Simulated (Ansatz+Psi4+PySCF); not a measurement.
# singlet C2H2O: levels of theory in one basis

```xyz
5

C     0.0000    0.0000   -1.2193
C     0.0000    0.0000    0.0989
H     0.0000    0.9388   -1.7532
H     0.0000   -0.9388   -1.7532
O     0.0000    0.0000    1.2786
```

Basis set: cc-pVTZ (spherical functions). Frozen core: 3 orbitals. Charge 0, multiplicity 1.

Computed with Ansatz (development build ahead of 0.2.0) and Psi4 1.11; each method stands on the lowest determinant of its kind that the runs found.

| method | E − E(RHF) (eV) | <S²> of the determinant |
| --- | --- | --- |
| RHF | 0.00 | 0.00 |
| RHF-MP2 | -14.75 | – |
| RHF-CCSD(T) | -15.69 | – |

(1) What does RHF-CCSD give on the same scale?

## Answers

(1) -14.96 eV.
